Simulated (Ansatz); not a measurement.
fcc Ni: LDA at its full settings (plane-wave cutoff 520 eV, 26×26×26 k mesh, Fermi–Dirac smearing 0.05 eV, spin-polarised with parallel moments, scalar-relativistic PAW data made under PBE) and at cheaper ones, in a cell of 1 atom with Γ-centred meshes.

```json
[
 {"level and setting": "LDA (Ansatz)", "lattice constant a (Å)": "3.423", "bulk modulus (GPa)": "255", "magnetic moment (μB)": "0.58"},
 {"level and setting": "LDA (Γ point alone) (Ansatz)", "lattice constant a (Å)": "3.321", "bulk modulus (GPa)": "551", "magnetic moment (μB)": "2.00"},
 {"level and setting": "LDA (2×2×2 k mesh) (Ansatz)", "lattice constant a (Å)": "3.586", "bulk modulus (GPa)": "193", "magnetic moment (μB)": "1.25"},
 {"level and setting": "LDA (4×4×4 k mesh) (Ansatz)", "lattice constant a (Å)": "?", "bulk modulus (GPa)": "?", "magnetic moment (μB)": "?"}
]
```

**Question.** Fill in the missing entries.

**Answer.** 
- LDA (4×4×4 k mesh) (Ansatz, a quantum-chemistry and plane-wave program), lattice constant a (Å): 3.409
- LDA (4×4×4 k mesh) (Ansatz), bulk modulus (GPa): 268
- LDA (4×4×4 k mesh) (Ansatz), magnetic moment (μB): 0.59

Largest shifts from the full settings: lattice constant a +4.76 % (LDA (2×2×2 k mesh)), against a difference of -2.42 % of the full result from the reference 3.508 Å (measured, static lattice: zero-point anharmonic expansion removed; as tabulated in Mejia-Rodriguez and Trickey (2018), arXiv:1807.09216); bulk modulus +116 % (LDA (Γ point alone)), against a difference of +33 % of the full result from the reference 192 GPa (measured, 0 K value with the zero-point phonon effect removed, sources range from 186 to 195; as tabulated in Mejia-Rodriguez and Trickey (2018), arXiv:1807.09216); magnetic moment +1.42 μB (LDA (Γ point alone)), against a difference of +0.01 μB of the full result from the reference 0.57 μB (measured, temperature not stated, spin, per atom, sources range from 0.52 to 0.57; as tabulated in Ekholm et al. (2018), arXiv:1806.11289).

Ansatz's density-functional and Hartree–Fock values are scalar-relativistic unless marked +SOC, with PAW data made under PBE.

Run with cheap settings on purpose, which may leave them unconverged: LDA (2×2×2 k mesh), LDA (4×4×4 k mesh), LDA (Γ point alone).
